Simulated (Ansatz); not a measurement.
C2H2ClNS (`N=C=C(S)Cl`), relaxed with RKS PBE-D4/def2-SVP in the Gaussian-basis code of Ansatz from a rough embedded geometry. The force threshold is 0.03 eV/Å; the program also tests the step.

Total charge 0; spin multiplicity 1.

Start:

```xyz
7

N    -2.090    0.119    0.050
C    -0.921    0.125    0.132
C     0.377    0.083    0.238
S     1.408   -0.438   -0.939
Cl    1.048    0.521    1.781
H    -2.380   -0.102   -0.925
H     2.557   -0.308   -0.337
```

**Question.** How much energy does the relaxation release, and in how many steps? (An estimate is asked.)

**Answer.** The calculation gave: 2.21 eV, in 14 steps, 1 of them rejected.

**Question.** Which bonds change most? (An estimate is asked.)

**Answer.** Computed: C3–S4 from 1.650 to 1.760 Å; S4–H7 from 1.304 to 1.372 Å; N1–C2 from 1.172 to 1.232 Å; C2–C3 from 1.302 to 1.333 Å.

**Question.** Give the relaxed structure. (Best estimate.)

**Answer.** Ansatz gave: 
```xyz
7

N    -1.930   -0.443   -0.155
C    -0.788   -0.022    0.034
C     0.480    0.293    0.298
S     1.705    0.031   -0.940
Cl    0.869    1.069    1.831
H    -2.589    0.187   -0.645
H     2.253   -1.115   -0.422
```
